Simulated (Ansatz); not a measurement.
Input for Ansatz (development build ahead of 0.2.0):

```yaml
crystal:
  periodic: [false, false, false]
  atoms:
    - { symbol: F, position_ang: [-0.3301, -0.79528, 1.50625] }
    - { symbol: H, position_ang: [0.04963, 0.20371, -0.36185] }
    - { symbol: F, position_ang: [0.23397, 0.60781, -1.14587] }
basis:
  gaussian: { orbitals: def2-SVP }
magnetization:
  spin_polarized: true
  initial_magnetization: 1
hamiltonian:
  xc: hf
output:
  forces: true
```

The input is written out in the form of the current development build from the run's settings.

The run gave:

```
Converged                       : yes
Total energy                    : -199.21950 hartree
Spin squared of the determinant : 0.753
Stability test                  : minimum
```

Forces (eV/Å):
```tsv
atom	Fx	Fy	Fz
F1	-0.001	0.000	0.001
H2	0.000	-0.005	0.008
F3	0.001	0.005	-0.009
```
